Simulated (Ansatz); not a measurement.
Process, species as SMILES: C[CH]N → 2 C atom + 6 H atom + N atom
B3LYP-D3(BJ)/def2-TZVP geometries, fixed; electronic energies without zero-point terms.

Core correlation in the atomisation energy at MP2 with Ansatz (an electronic-structure program), in kcal/mol: frozen core against all electrons. Core-valence sets carry the plain set on hydrogen. Species with rotatable bonds are taken in one conformer. Open shells are unrestricted.

```tsv
basis	functions, most	frozen core
cc-pVDZ	72	718.81
cc-pCVDZ	84	719.51
cc-pVTZ	174	761.51
cc-pCVTZ	213	761.39
cc-pwCVTZ	213	761.88
cc-pVQZ	345	774.34
cc-pCVQZ	432	774.27
cc-pwCVQZ	432	774.49
```

Task: How large is the core term in each set?

Result: The largest core-valence set, cc-pwCVQZ, gives a core term of 2.61 kcal/mol; the valence set cc-pVQZ, which lacks functions for the core, gives 6.14. By row: cc-pVDZ 2.15, cc-pCVDZ 1.79, cc-pVTZ 11.22, cc-pCVTZ 2.35, cc-pwCVTZ 2.49, cc-pVQZ 6.14, cc-pCVQZ 2.53, cc-pwCVQZ 2.61.
